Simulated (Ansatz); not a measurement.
Input file:

```yaml
crystal:
  periodic: [false, false, false]
  atoms:
    - {symbol: Mo, position_ang: [0.000000, 0.000000, 0.000000]}
    - {symbol: C, position_ang: [0.000000, 0.000000, 1.805000]}
basis:
  gaussian: {orbitals: def2-SVP}
magnetization: {spin_polarized: false, initial_magnetization: 2}
correlation: {method: sc_nevpt2, electrons: outside_noble_gas, active_space: {window: {electrons: 4, orbitals: 4}}}
```

```sh
$ ansatz run in.yaml --threads 1 --pin off --events-out ev --progress --plain --max-ram 2393MiB
```

Output:

```
475 factors; integrals over basis functions are off by at most 8.7e-4 eV
mean field evaluation 1: about -2855.5026 eV, gradient 4.3e1 eV
mean field evaluation 2: about -2855.5931 eV, gradient 4.3e1 eV
mean field evaluation 4: about -2859.6289 eV, gradient 1.7e1 eV
mean field evaluation 8: about -2860.4305 eV, gradient 1.2e0 eV
mean field evaluation 16: about -2860.4455 eV, gradient 9.7e-7 eV
mean field evaluation 32: about -2858.8332 eV, gradient 2.2e0 eV
mean field evaluation 64: about -2858.1365 eV, gradient 3.0e-6 eV
mean field evaluation 96: about -2859.3299 eV, gradient 6.5e-3 eV
mean field evaluation 128: about -2860.5233 eV, gradient 1.6e-1 eV
mean field evaluation 160: about -2860.3495 eV, gradient 1.4e0 eV
mean field evaluation 192: about -2859.2440 eV, gradient 1.1e0 eV
mean field evaluation 224: about -2858.0977 eV, gradient 3.9e0 eV
mean field evaluation 256: about -2858.9494 eV, gradient 7.0e-3 eV
mean field -2860.52814853 eV, -105.1224705228 hartree, gradient 6.9e-6 eV, S^2 2.000000; 12 other end points of the search recorded, 0 dependent functions left out
reference -2860.52814853 eV, -105.1224705228 hartree; 11, 9 occupied and 34, 36 virtual orbitals, 475 factors
state -2861.61702326 eV, -105.1624859312 hartree
state -2861.61702326 eV, -105.1624859312 hartree; corrected -2869.59055831 eV, -105.4555079395 hartree
state -2861.47728315 eV, -105.1573505767 hartree
state -2861.47728315 eV, -105.1573505767 hartree; corrected -2869.09857504 eV, -105.4374278877 hartree
state -2861.61702326 eV, -105.1624859312 hartree; corrected -2869.59055831 eV, -105.4555079395 hartree
state -2860.50642105 eV, -105.1216720526 hartree
state -2860.50642105 eV, -105.1216720526 hartree; corrected -2867.04660163 eV, -105.3620192560 hartree
state -2861.61702326 eV, -105.1624859312 hartree; corrected -2869.59055831 eV, -105.4555079395 hartree
Total energy: -2869.59055831 eV, -105.4555079395 hartree
```

Ran on 1 thread of Arm Neoverse V1, shared host: 9.5 s wall, 0.15 GiB peak host memory.
